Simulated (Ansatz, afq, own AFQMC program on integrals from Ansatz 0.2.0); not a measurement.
Ir⁺, quintet: AFQMC among the cluster methods

A free Ir cation.

Basis def2-TZVPP with its core potentials. Noble-gas cores (and the filled d shells of Ga–Kr and In–Xe) are frozen. Integrals, coupled cluster, full CI and functionals: Ansatz 0.2.0; the random walks run on the same integrals in our own AFQMC program. ph-AFQMC/CISD is guided by a CISD state made of CCSD amplitudes; releasing the constraint for a short imaginary time cuts its bias at the price of noise, slowly where states lie close. Error bars are statistical, one sigma. No spin–orbit coupling. The metal's outer-core s and p shells are frozen, which shifts wave-function levels against functionals.

Determinant: UHF, the one that the program's search chose, which needn't be the lowest solution.

No full CI on the walks' own integrals is used here; CCSDT(Q) serves as the reference and is uncertain by about the last step of the cluster series.

Cautions: no spin-orbit coupling; outer-core shells of the metal frozen.

```
T1 diagnostic                               : 0.0069
weight of the determinant in the CISD state : 0.948
⟨S²⟩ of the determinant                     : 6.004
size of the correlated space                : 8 electrons in 52 orbitals
```

Reference: CCSDT(Q), correlation energy -4.950 eV. The released energy is read at 1.50 1/Eh (meV from the phaseless value at times in 1/Eh: -4.5 ± 1.2 at 0.24, -6.2 ± 1.3 at 0.50, -8.0 ± 1.4 at 1.00, -7.2 ± 1.6 at 1.50).

| level | E − E(reference) (meV) | share of correlation (%) |
| --- | --- | --- |
| HF | 4949.8 | 0.00 |
| MP2 | 193.3 | 96.10 |
| CCSD | 146.0 | 97.05 |
| CCSD(T) | 5.1 | 99.90 |
| CCSDT | 1.9 | 99.96 |
| ph-AFQMC/CISD | 6.5 ± 1.4 | 99.87 |
| released AFQMC | -0.7 ± 1.6 | 100.01 |

A walk keeps the symmetry of its determinant, which the program's search chose and which needn't be the lowest solution, so a lower state of the same spin and another symmetry isn't excluded. Released energies are given only where the last usable release times agree within the noise; a slower fall can still hide under it.
